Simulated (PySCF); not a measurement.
**One molecule, a ladder of functionals, a line**

Molecule: SMILES FP(F)F, F₃P.

Bonds (- single, = double, # triple, : aromatic): F1-P2 1.596 Å, P2-F3 1.596 Å, P2-F4 1.596 Å.

GIAO shieldings (ppm, equivalent atoms averaged) in PySCF on the PBE0-D3(BJ)/def2-SVP geometry, basis pcSseg-2, gas phase, non-relativistic:

| functional | exact exchange (%) | σ(F1/F3/F4) | σ(P2) |
| --- | --- | --- | --- |
| BLYP | 0 | 177.0 | 136.4 |
| BP86 | 0 | 178.0 | 146.2 |
| PBE | 0 | 176.1 | 148.2 |
| B3LYP | 20 | 194.6 | 157.3 |
| mPW1PW91 | 25 | 200.1 | 171.2 |
| HF | 100 | 252.8 | 251.0 |

(1) Fit each shielding as a line in the percentage of exact exchange.

(2) What does the line predict for PBE0 (25 %), and what does the run give?

Answers

(1) σ(F1/F3/F4) = 178.1 + 0.76 x (rms 1.7 ppm); σ(P2) = 142.3 + 1.08 x (rms 4.7 ppm). The functionals also differ in their semilocal parts, which the line can't hold; Hartree–Fock has no correlation at all.

(2) σ(F1/F3/F4): 197.1 predicted, 198.7 computed; σ(P2): 169.3 predicted, 174.0 computed ppm.
